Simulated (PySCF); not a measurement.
He: ionisation energy

He 1s2 (1S) → He+ 1s1 (2S), as a difference of total energies. Calculation: PySCF 2.14, in cc-pVDZ (2s1p, 5 functions); no relativity, point nucleus. Correlated levels: valence: nothing frozen. The calculations carry no spin-orbit coupling.

Order these methods by the ionisation energy they give, lowest first.
A. r2SCAN
B. CCSD (valence)
C. SCS-MP2 (valence)
D. MP2 (valence)

D (24.146 eV), C (24.287 eV), B (24.326 eV), A (24.571 eV).

Errors of the correlated levels include the incompleteness of this basis.

With two correlated electrons CCSD is exact in that space.

For comparison: 24.587 eV (measured; NIST Atomic Spectra Database, ionization energies).
